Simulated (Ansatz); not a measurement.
```yaml
crystal:
  periodic: [false, false, false]
  atoms:
    - {symbol: C, position_ang: [-0.093272, 1.512210, 0.163666]}
    - {symbol: C, position_ang: [-0.006853, 0.219025, 0.038212]}
    - {symbol: C, position_ang: [0.883333, -0.570395, 0.949966]}
    - {symbol: C, position_ang: [-0.747010, -0.587586, -1.013564]}
    - {symbol: F, position_ang: [-1.573478, 0.264041, -1.707683]}
    - {symbol: H, position_ang: [0.430576, 2.077426, 0.919315]}
    - {symbol: H, position_ang: [-0.809090, 2.079486, -0.469807]}
    - {symbol: H, position_ang: [0.298730, -1.417339, 1.428753]}
    - {symbol: H, position_ang: [1.392976, -0.053916, 1.633575]}
    - {symbol: H, position_ang: [1.608132, -1.185564, 0.348470]}
    - {symbol: H, position_ang: [-1.440180, -1.314161, -0.519532]}
    - {symbol: H, position_ang: [-0.042181, -1.077421, -1.593236]}
basis:
  gaussian: {orbitals: cc-pVTZ, nuclear_model: gaussian}
hamiltonian: {xc: {name: PBE0-DH}}
```

```sh
$ ansatz run in.yaml --threads 4 --pin off --events-out ev --progress --plain --max-ram 10444MiB
```

Shortened log:

```
Functional definition: PBE0-DH
1418 factors; integrals over basis functions are off by at most 8.9e-4 eV
mean field evaluation 1: about -6964.1894 eV, gradient 4.6e1 eV
mean field evaluation 2: about -6964.3411 eV, gradient 4.6e1 eV
mean field evaluation 4: about -6969.0267 eV, gradient 3.1e0 eV
mean field evaluation 8: about -6969.0523 eV, gradient 9.8e-2 eV
mean field evaluation 16: about -6969.0523 eV, gradient 3.8e-5 eV
mean field -6969.05227023 eV, -256.1079471378 hartree, gradient 3.1e-6 eV, S^2 0.000000; 0 other end points of the search recorded, 0 dependent functions left out
5 core orbitals not correlated: weight in the atoms' cores, before any rotation towards them, 1.000 or more for the frozen orbitals, at most 0.000 for the correlated occupied ones
reference -6969.05228804 eV, -256.1079477921 hartree; 15, 15 occupied and 228, 228 virtual orbitals, 1418 factors
second order -30.40768634 eV of doubles, -0.00000000 eV of singles
Total energy: -6972.85324883 eV, -256.2476305248 hartree
```

It took 2.1 s on 4 threads of an AMD EPYC 9R45 on a shared host, with 0.64 GiB of host memory at the peak.
